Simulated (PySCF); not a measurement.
# Reproducing measurements on PF3

**Measured values to compare with.**

NIST CCCBDB Release 22 (SRD 101), experimental dipoles lists, for the gas: dipole moment (microwave Stark effect) 1.03 D.

From Cunha, Hait, Kang, Mao, Head-Gordon, J. Phys. Chem. Lett. 2022, 13, 3438 (arXiv:2111.08405), for the gas: P 1s binding energy of P2 2156.4 eV.

Besley, J. Chem. Theory Comput. 2021, 17, 3644 (DFT calculations of core-electron binding energies at the K-edge of heavier elements) lists, for the gas: P 1s binding energy of P2 2156.18 eV.

From Beach, A photoelectron spectroscopic study of bonding in inorganic and organometallic compounds, PhD thesis, LBL 1985, for the gas: F 1s binding energy of F1/F3/F4 694.09 eV.

How close the calculation comes is told at the end.

Compound: PF₃.
Numbering: `[F:1][P:2]([F:3])[F:4]`

Structure used (PBE0-D3(BJ)/def2-TZVP), in Å, numbered top down from 1:
```
atom  x, y, z in Å
F1    -0.630   -0.278    1.183
P2     0.178    0.540    0.112
F3     1.257   -0.555   -0.214
F4    -0.768    0.268   -1.114
```

Runs made with PySCF (gas phase, on this PBE0-D3(BJ)/def2-TZVP geometry; non-relativistic but for the core-level run):

```
                                                                          level                                                                                         job  basis functions  wall time
                                            PBE0-D3(BJ)/def2-TZVP, grid level 2                                geometry optimisation from a GFN2-xTB start shaken at random              130       41 s
                                                                 B97-2/pcSseg-2                                                                                  shieldings              151      8.7 s
                                                                   KT3/pcSseg-2                                                                                  shieldings              151       11 s
                                                                  PBE0/pcSseg-2                                                     shieldings, charges and field gradients              151      9.6 s
                                                               wB97X-D/pcSseg-2                                                                                  shieldings              151       11 s
                                                          CAM-B3LYP/aug-cc-pVTZ                          10 singlets by full TDDFT, 4 Tamm–Dancoff triplets, polarisability              188       15 s
                                                               PBE0/aug-cc-pVTZ  10 singlets by full TDDFT, 4 Tamm–Dancoff triplets, polarisability, dynamic polarisability              188       16 s
                                                            wB97X-D/aug-cc-pVTZ               10 singlets by full TDDFT, 4 Tamm–Dancoff triplets, polarisability, ΔSCF ions              188       33 s
delta-SCF UKS SCAN, pcX-3 on the ionised atom, pcseg-2 elsewhere, spin-free X2C                                                               ΔSCF core ionisation, 3 holes              189       20 s
```

Hardware: an Intel Xeon Platinum 8259CL at 2.50 GHz with one thread, no GPU (shared host).

## Comparison

**Dipole moment.** Measured: 1.03 D (NIST CCCBDB Release 22 (SRD 101), experimental dipoles).

```
                level  computed (D)  computed − measured (D)  % (from the printed values)
PBE0-D3(BJ)/def2-TZVP          0.98                    -0.05                           -5
       B97-2/pcSseg-2          1.09                    +0.06                           +6
         KT3/pcSseg-2          1.02                    -0.01                           -1
        PBE0/pcSseg-2          1.09                    +0.06                           +6
     wB97X-D/pcSseg-2          1.11                    +0.08                           +8
CAM-B3LYP/aug-cc-pVTZ          1.10                    +0.07                           +7
     PBE0/aug-cc-pVTZ          1.00                    -0.03                           -3
  wB97X-D/aug-cc-pVTZ          1.00                    -0.03                           -3
```

Closest is KT3/pcSseg-2 (-0.01 D), furthest wB97X-D/pcSseg-2 (+0.08 D); one molecule doesn't rank methods. The computed dipoles belong to one fixed geometry; measured ones are averaged over vibrations unless marked μe. Magnitudes are compared, not signs.

**Core binding energies.** Delta-SCF UKS SCAN, pcX-3 on the ionised atom, pcseg-2 elsewhere, spin-free X2C (PySCF 2.14.0).

```tsv
level and atom	computed (eV)	measured (eV)	computed − measured (eV)
P 1s, P2	2155.83	2156.4 and 2156.18	-0.57
F 1s, F1/F3/F4	693.99	694.09	-0.10
```

Sources, in the order of the opening: Cunha, Hait, Kang, Mao, Head-Gordon, J. Phys. Chem. Lett. 2022, 13, 3438 (arXiv:2111.08405); Besley, J. Chem. Theory Comput. 2021, 17, 3644 (DFT calculations of core-electron binding energies at the K-edge of heavier elements); Beach, A photoelectron spectroscopic study of bonding in inorganic and organometallic compounds, PhD thesis, LBL 1985. Against the first value of each row the mean signed difference is -0.34 eV and the largest in size -0.57 eV. The computed values are vertical, without vibrational structure; measured positions hang on the energy calibration. The first atom of each set that the bonding makes equivalent was ionised and stands for the set.

The geometry is computed, not the measured one. Where a level misses, the cause wasn't examined.
